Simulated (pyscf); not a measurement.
This saddle point was located with ωB97X-D3(BJ)/def2-SVP in PySCF.

```xyz
6

In    -0.3289     1.6083     0.1294
O      1.3396     0.3274    -0.7107
H      1.5469     0.1759    -1.6396
O     -0.4549    -0.6398     0.3972
H      0.5737    -0.4629    -0.2050
H     -0.3776    -1.1310     1.2227
```
Charge 0, spin multiplicity 1.

Surface: singlet, charge 0. Lowest wavenumbers (cm⁻¹): 757i, 333, 339, 397, 474.

Question: Name the species on either side of this saddle.

Answer: HO–In (SMILES [OH][In]) [singlet] + H₂O (SMILES O) ⇌ HO–In (SMILES [OH][In]) [singlet] + H₂O (SMILES O), a four-centre exchange read from left to right: In–O, H–O broken and In–O, H–O formed. At CCSD(T)/def2-TZVPP + ΔMP2(QZVPP) it lies -26.8 kJ/mol from the left side and -26.8 kJ/mol from the right (each side as separated species at their lowest minima found). On the reactant side the descent ends in a bound adduct, 59.6 kJ/mol under the separated species and 21.9 kJ/mol under the saddle at ωB97X-D3(BJ)/def2-TZVP. On the product side the descent ends in a bound adduct, 59.6 kJ/mol under the separated species and 21.9 kJ/mol under the saddle at ωB97X-D3(BJ)/def2-TZVP. At CCSD(T) the saddle lies under the separated reactants, which points to a path from their complex (located at ωB97X-D3(BJ) alone). At CCSD(T) the saddle lies under the separated products, which points to a path from their complex (located at ωB97X-D3(BJ) alone). At ωB97X-D3(BJ) the barrier from the zero used here is -37.7 kJ/mol. One saddle was located; it need not be the lowest between these sides. The CCSD(T) − MP2 part came from Ansatz, without density fitting, on the same reference. The frozen core leaves the outer d or s,p core shells of the metals and heavy elements correlated in the MP2 and CC values, and def2-TZVPP describes them poorly, which can shift differences by a few kcal/mol. Elements past Kr carry the def2 core potentials, without spin-orbit coupling.
